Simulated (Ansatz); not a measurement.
Compare A (`C=C1SC1F`) with its isomer B (`F/C=C1\CS1`).

Isolated molecules relaxed with PBE0-D4/def2-TZVP in Ansatz; ΔE leaves out vibrations. CCSD(T)/CBS adds triple-zeta CCSD(T) − MP2 to the extrapolated MP2 energy (def2 sets, frozen cores). DFT in def2-TZVPP. B3LYP here is the variant with VWN-RPA as its local correlation; programs differ in this.

Q: Which isomer does CCSD(T)/CBS put lower? Give the gap. (Best estimate.)

A: The calculation gave: A, by 9.2 kJ/mol.

Q: Give E(B) − E(A) in kJ/mol with CCSD(T)/def2-TZVPP, LDA (SPW92), ωB97M-V, B3LYP, BLYP-D4, CCSD(T)/def2-SVP, HF/def2-TZVPP. (An estimate is asked.)

A: The calculation gave: CCSD(T)/def2-TZVPP 8.4, LDA (SPW92) 11.8, ωB97M-V 7.4, B3LYP 8.8, BLYP-D4 12.4, CCSD(T)/def2-SVP 8.1, HF/def2-TZVPP 2.8. None reverses the order clearly.

Q: Does the order hold for the free energy at 298.15 K (harmonic terms from PBE0-D4)? (Best estimate.)

A: The calculation gave: Yes: G(B) − G(A) = +9.7 kJ/mol.

Largest T1 diagnostic: 0.014.

From PBE to PBE0 (25 % exact exchange), in def2-TZVPP and without D4, E(B) − E(A) moves by −3.1 kJ/mol. In def2-TZVPP, CCSD(T) changes the Hartree–Fock value by +5.6 kJ/mol (the triples alone add +2.0 kJ/mol) and MP2 by +6.3 kJ/mol.
